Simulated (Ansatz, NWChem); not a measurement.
**The same job for Ansatz**

This NWChem 7.3.0 job computes CH3BCl (SMILES C[B]Cl):

ch3bcl.nw:
```
start ch3bcl
memory total 2200 mb
geometry units angstrom noautosym nocenter noautoz
 C       -0.289900       0.325200      -0.312400
 B        0.195300      -1.059500       0.167700
 Cl       1.467800      -1.355700       1.297800
 H       -1.073500       0.641700       0.390700
 H        0.494200       1.088800      -0.289700
 H       -0.752000       0.295400      -1.300400
end
basis spherical bse
 * library aug-cc-pVDZ
end
scf
 doublet
 uhf
 thresh 1e-08
 maxiter 80
end
mp2
 freeze core 7
 tight
end
task mp2 gradient
```

```bash
$ nwchem ch3bcl.nw > ch3bcl.out
```

Geometry: relaxed at PBE0-D4/def2-TZVP.

It gives a total energy of -524.155298 Eh.

Q: Translate the job to Ansatz 0.2.0 as an input file of the program's own, asking for the energy.

A: For example:

run.yaml:
```yaml
crystal:
  periodic: [false, false, false]
  atoms:
    - symbol: C
      position_ang: [-0.289900, 0.325200, -0.312400]
    - symbol: B
      position_ang: [0.195300, -1.059500, 0.167700]
    - symbol: Cl
      position_ang: [1.467800, -1.355700, 1.297800]
    - symbol: H
      position_ang: [-1.073500, 0.641700, 0.390700]
    - symbol: H
      position_ang: [0.494200, 1.088800, -0.289700]
    - symbol: H
      position_ang: [-0.752000, 0.295400, -1.300400]
basis:
  gaussian:
    orbitals: aug-cc-pVDZ
magnetization:
  spin_polarized: true
  initial_magnetization: 1
correlation:
  method: mp2
  frozen_orbitals: {B: 1, C: 1, Cl: 5, H: 0}
accuracy: high
```

```bash
$ ansatz run run.yaml --threads 1 --pin off --max-ram 3480MiB --events-out events.jsonl --progress --plain --runs-dir runs
```

Its energy is -524.155298 Eh, the same as the first but for the last digit, at most.
